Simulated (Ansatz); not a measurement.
Cost and result up the ladder for the cluster B3H2 (5 atoms). Charge 0, multiplicity 2. Geometry: r2SCAN-D4/def2-TZVP.

```xyz
5

B    -0.0008   -0.0029   -0.0034
B     1.1969    0.5542   -0.7455
B    -1.1972   -0.5555    0.7441
H     2.1278    0.9885   -1.3213
H    -2.1268   -0.9843    1.3260
```

Ansatz on 4 threads of Arm Neoverse N1 on a shared host. Times are rough, and most runs start from the orbitals of an earlier one. PBE0-D4/def2-TZVP serves as the yardstick here, not as an exact answer. Binding counts from free atoms at the same level (B doublet, H doublet; other spins of the atoms weren't run), without zero-point energy or a counterpoise term.

Another isomer (doublet) lies 0.11 eV lower at PBE0-D4/def2-TZVP; other spin states weren't run for this one.

Run but left out: LC-ωPBE/def2-TZVP, CCSD(T)/def2-TZVPP (⟨S²⟩ 1.14 to 1.38, where a pure state has 0.75).

| level | functions | binding energy per atom (eV) | difference from PBE0-D4/def2-TZVP (eV) |
| --- | --- | --- | --- |
| PBE0-D4/def2-TZVP | 105 | 3.38 | 0.00 |
| r2SCAN-D4/def2-TZVP | 105 | 3.43 | 0.04 |
| PBE-D4/def2-TZVP (with forces) | 105 | 3.47 | 0.08 |
| BLYP-D4/def2-TZVP | 105 | 3.38 | 0.00 |

(1) Estimate how long each takes.

## Answers

(1) BLYP-D4/def2-TZVP 3.8 s; PBE0-D4/def2-TZVP 4.5 s; PBE-D4/def2-TZVP (with forces) 11 s; r2SCAN-D4/def2-TZVP 17 s. On shared hardware such times vary by a factor of up to 3.
